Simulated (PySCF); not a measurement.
Structure problem from calculated spectra and properties.

Elements present: C, H, N and S. Monoisotopic mass: 85.9939 u.

| Quantity | Value |
| --- | --- |
| UV, strongest line | among the 8 lowest singlet transitions: S2 at 5.71 eV (217 nm, f = 0.164) [TDDFT wB97X-D/def2-SVPD] |
| 13C NMR | chemical shifts (computed TMS as zero) by class: 152.7 (2 C) ppm [GIAO PBE0/pcSseg-1] |
| Rotational structure | rotational constants A, B, C: 8.915, 6.254, 3.676 GHz [GFN2-xTB] |
| Dipole | 1.56 D [wB97X-D/def2-SVPD] |
| UV, first state | lowest singlet excitation: 5.10 eV (243 nm, f = 0.000) [TDDFT wB97X-D/def2-SVPD] |
| Triplet | lowest triplet excitation (Tamm–Dancoff): 4.12 eV [TDA wB97X-D/def2-SVPD] |
| Polarisability | 50.6 au [wB97X-D/def2-SVPD] |
| 1H NMR | chemical shifts (computed TMS as zero) by class: 8.69 (2 H) ppm [GIAO PBE0/pcSseg-1] |

The electronic properties come from PySCF, for the isolated species, density fitting. Levels stand in brackets. Geometry: GFN2-xTB; no solvent, vibrations or thermal averaging. Each NMR value is the plain mean over a class of atoms that symmetry, rotation or inversion makes alike.

Task: Which formula fits the mass and the elements?

Result: C2H2N2S (calculated 85.9939). No other formula that holds each of these elements comes within 0.0003 u with a fitting electron parity and a possible valence count.

Task: Give a SMILES that accounts for the data.

Result: Numbering: `[cH:1]1[cH:2][n:3][s:4][n:5]1`. Its formula, C2H2N2S, gives 3 degrees of unsaturation: 1 ring and 2 π bonds in the structure found (Kekulé form). 2 carbons fall into 1 class: aromatic CH next to a ring nitrogen [C1/C2] (152.7 ppm, 2 C). All hydrogens form one class (8.69 ppm): aromatic hydrogen. The optimised geometry has point group C2v and is an asymmetric top. Structure: 1,2,5-thiadiazole, `c1cnsn1`. Computed isomers that give other values at the same levels: `c1ncsn1` (13C chemical shifts (computed TMS as zero) by class: 179.2 (1 C), 165.7 (1 C) ppm). The assignments are read from this structure; whether some other isomer fits the data as well wasn't checked.
